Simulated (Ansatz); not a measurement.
# HO (doublet): wave-function methods side by side, def2-TZVPP

The task here is to estimate one member of a computed series from the others.

Program: Ansatz 0.2.0, Gaussian basis. Level of theory: def2-TZVPP, core rule «outside noble gas», up to 1 orbitals frozen. These are calculated values, not measurements.

The runs, in order: UHF; ROHF; CCSD(T) on UHF.

2 further runs of the same task are left out: 2 set aside as unsound or not needed.

### The system

The geometry is a PBE0/def2-TZVP stationary point (not a proven minimum) of the parent state, kept for this charge and spin.

2 atoms, charge 0, spin multiplicity 2.

Atoms are counted from 1 here; the program's logs count them from 0.

Bond lengths: O1–H2 1.037 Å.

The first run:

in.yaml reads:

```yaml
crystal:
  periodic: [false, false, false]
  atoms:
    - {symbol: O, position_ang: [0.000000, 0.000000, 0.000000]}
    - {symbol: H, position_ang: [0.000000, 0.000000, 1.036612]}
basis:
  gaussian: {orbitals: def2-TZVPP}
magnetization: {spin_polarized: true, initial_magnetization: 1}
hamiltonian: {xc: hf}
output: {orbitals: {seedname: orbitals}}
```

Run with:

```bash
ansatz run in.yaml --threads 1 --pin off --events-out ev --progress --plain --max-ram 4096MiB --backend cpu
```

Among the steps run: UHF; ROHF; CCSD(T) on UHF.

One table of the session follows, with a row left open; its other results are not shown here.

| method | from UCCSD(T) (kcal/mol) |
| --- | --- |
| ROHF | ? |
| UHF | +138.28 |
| UMP2 | +12.29 |
| UCCSD | +3.34 |
| UCCSD(T) | 0 |

**Question.** Estimate the row for ROHF.

As computed: from UCCSD(T) (kcal/mol): +141.39. In the column «from UCCSD(T) (kcal/mol)» it is the highest.
